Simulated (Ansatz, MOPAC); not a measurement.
Molecule: C$_{4}$H$_{5}$, net charge 0, doublet state. SMILES: C=CC=[CH]

Atoms: C1, C2, C3, C4, H5, H6, H7, H8, H9. Bonds: C1-C2, C1-H5, C2-C3, C2-H6, C3-C4, C3-H7, C4-H8, C4-H9.

Bond lengths (Å) and angles (degrees) optimised at PM3 with MOPAC; PM6 with MOPAC; B3LYP/LANL2DZ with Ansatz (a quantum-chemistry and plane-wave program), each started from the B3LYP-D3(BJ)/def2-TZVP structure (Ansatz) of the last column. A row stands for all coordinates that are equal there; 13 of 18 kinds are shown. No wavenumbers were computed at B3LYP/LANL2DZ, so these may be saddle points.

```tsv
coordinate	PM3	PM6	B3LYP/LANL2DZ	B3LYP-D3(BJ)/def2-TZVP
C1-C2	1.321	1.322	1.338	1.313
C1-H5	1.066	1.023	1.086	1.079
C2-C3	1.442	1.463	1.478	1.463
C2-H6	1.099	1.096	1.094	1.090
C3-C4	1.346	1.339	1.355	1.333
C3-H7	1.096	1.093	1.090	1.085
C4-H8	1.086	1.080	1.089	1.084
C4-H9	1.085	1.080	1.087	1.082
C1-C2-C3	124.0	123.0	125.5	125.0
C2-C3-C4	122.1	122.8	123.5	123.6
C2-C1-H5	155.4	179.5	139.2	138.3
C1-C2-H6	117.1	119.8	118.8	119.2
C3-C2-H6	118.9	117.2	115.7	115.8
```

Mean signed difference of all 8 bond lengths from B3LYP-D3(BJ)/def2-TZVP: PM3 0.002 Å, PM6 -0.004 Å, B3LYP/LANL2DZ 0.011 Å.
